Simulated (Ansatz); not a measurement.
A nudged elastic band was laid between two geometries of H3OSSi (6 atoms, charge 0, multiplicity 2).

Level of theory: UKS revPBE-D4/def2-SVP (Ansatz).

```yaml
movable_images: 7
climbing_image: yes
spring: 5.0 eV/Å²
optimiser: quadratic models (default)
start_path: through a guess of the saddle point
force_threshold: 0.03 eV/Å
iteration_limit: 60
end_points: relaxed
```

Initial state:

```xyz
6
Properties=species:S:1:pos:R:3
O -0.523 -1.290 0.086
Si 0.258 0.195 0.183
S -0.871 1.904 -0.412
H -0.971 -1.462 -0.761
H 1.446 0.300 -0.754
H 0.703 0.289 1.611
```

Final state:

```xyz
6
Properties=species:S:1:pos:R:3
O -0.398 -1.340 -0.731
Si 0.697 -0.163 -0.195
S -0.174 1.682 0.571
H -0.990 -1.685 -0.037
H 1.413 0.269 -1.447
H -0.506 1.173 1.792
```

Which bonds break or form, and what moves?

Bonds broken: Si2–H6. Bonds formed: S3–H6.

Give the energies along the band, and the barrier.

The forces met the threshold. The highest image is number 4 of 0 to 8, 0.83 eV above the first end and 0.85 eV above the last; the last end lies 0.03 eV below the first. The profile has 2 maxima (images 1, 4) with wells between them (image 2): this band takes more than one step, which may be the mechanism or a detour left from its start path. A vibrational analysis at the climbing image gives one clearly imaginary mode, 1154i cm⁻¹: a first-order saddle point.

| image | path coordinate (Å) | energy (eV) | Si2–H6 (Å) | S3–H6 (Å) |
| --- | --- | --- | --- | --- |
| 0 | 0.00 | 0.00 | 1.50 | 3.03 |
| 1 | 0.54 | 0.03 | 1.51 | 2.94 |
| 2 | 1.09 | 0.00 | 1.52 | 2.86 |
| 3 | 1.63 | 0.23 | 1.55 | 2.28 |
| 4 | 2.18 | 0.83 | 1.70 | 1.65 |
| 5 | 2.60 | 0.39 | 2.05 | 1.39 |
| 6 | 3.02 | 0.04 | 2.47 | 1.36 |
| 7 | 3.44 | -0.01 | 2.66 | 1.36 |
| 8 | 3.86 | -0.03 | 2.68 | 1.36 |

What is the geometry of the highest image?


```xyz
6
Properties=species:S:1:pos:R:3:forces:R:3
O -0.303 -1.401 -0.548 0.00 0.01 0.00
Si 0.424 0.025 -0.038 0.01 0.00 0.01
S -0.714 1.784 0.198 0.00 -0.01 0.00
H -1.241 -1.481 -0.290 -0.01 0.00 0.00
H 1.756 0.060 -0.725 0.00 0.00 0.00
H 0.120 0.949 1.356 0.00 0.00 0.00
```

The band took 11 iterations and roughly 2.4 core-minutes.

Run time: 75 s on 2 threads of Intel(R) Xeon(R) Platinum 8488C (Sapphire Rapids) (shared host), peak memory 0.16 GiB.
